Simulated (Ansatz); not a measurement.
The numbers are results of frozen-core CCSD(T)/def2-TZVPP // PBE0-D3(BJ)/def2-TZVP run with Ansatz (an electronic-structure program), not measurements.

Ansatz 0.2 input:
```yaml
crystal:
  periodic: [false, false, false]
  atoms:
    - { symbol: Si, position_ang: [0.0, 0.0, 0.0] }
    - { symbol: H, position_ang: [0.120021, -0.838372, 1.21932] }
    - { symbol: H, position_ang: [1.233034, 0.809757, -0.167129] }
    - { symbol: H, position_ang: [-1.170756, 0.903043, 0.133626] }
    - { symbol: H, position_ang: [-0.1823, -0.874427, -1.185816] }
basis:
  gaussian: { orbitals: def2-TZVPP }
correlation:
  method: ccsd_t
```

Output:

```
Functional definition: HF
537 factors; integrals over basis functions are off by at most 6.6e-4 eV
mean field evaluation 1: about -7924.8770 eV, gradient 1.0e1 eV
mean field evaluation 2: about -7924.8800 eV, gradient 1.0e1 eV
mean field evaluation 4: about -7925.5437 eV, gradient 3.5e-1 eV
mean field evaluation 8: about -7925.5442 eV, gradient 1.4e-5 eV
mean field evaluation 16: about -7925.5442 eV, gradient 5.5e-2 eV
mean field -7925.54424095 eV, -291.2583787279 hartree, gradient 1.8e-6 eV, S^2 0.000000; 0 other end points of the search recorded, 0 dependent functions left out
5 core orbitals not correlated
reference -7925.54424095 eV, -291.2583787279 hartree; 4, 4 occupied and 89, 89 virtual orbitals, 537 factors
second order -3.90715672 eV of doubles, -0.00000000 eV of singles
cycle   1  -4.49743248 eV  change   -5.9e-1 eV  update   5.5e-2
cycle   2  -4.71490202 eV  change   -2.2e-1 eV  update   1.9e-2
cycle   3  -4.72110016 eV  change   -6.2e-3 eV  update   4.3e-3
cycle   4  -4.71948955 eV  change    1.6e-3 eV  update   1.4e-3
cycle   5  -4.71912169 eV  change    3.7e-4 eV  update   3.9e-4
cycle   6  -4.71913781 eV  change   -1.6e-5 eV  update   7.1e-5
cycle   7  -4.71915297 eV  change   -1.5e-5 eV  update   1.6e-5
cycle   8  -4.71915360 eV  change   -6.3e-7 eV  update   3.7e-6
perturbative correction -0.10444238 eV, -0.0038381868 hartree
Total energy: -7930.36783693 eV, -291.4356426107 hartree
```

Cost: about 2.3 core-seconds (a rough figure).
